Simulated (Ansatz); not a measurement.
The reference is BAs in the zinc blende structure (space group F-43m, No. 216).

```yaml
crystal:
  lattice:
    - [0.00000, 2.40468, 2.40468]
    - [2.40468, 0.00000, 2.40468]
    - [2.40468, 2.40468, 0.00000]
  atoms:
    - { symbol: As, position: [0.75000, 0.75000, 0.75000] }
    - { symbol: B, position: [0.00000, 0.00000, 0.00000] }
```

All numbers come from Kohn–Sham DFT with the PBE functional, run in Ansatz (a quantum-chemistry and plane-wave program) with PAW and 420 eV plane waves, spin-orbit coupling left out, earlier PAW set.

Modification: N takes the place of As on all its sites, then cell and atoms are relaxed.

Measured lattice parameter a: BAs 4.777 Å (room temperature; as listed in M J Lucero, T M Henderson, G E Scuseria, Journal of Physics Condensed Matter (2012)); BN 3.593 Å (static lattice; corrected from measurement; as listed in Tamar Goldzak et al., The Journal of Chemical Physics (2022)).

Question: How well does PBE reproduce the measured shift?

Answer: With PBE the lattice parameter a moves by -1.185 Å (4.809 → 3.624) against -1.184 Å measured. The two measured values stand on different bases (one corrected, one not), which blurs small differences.

No phonon test of stability was made.
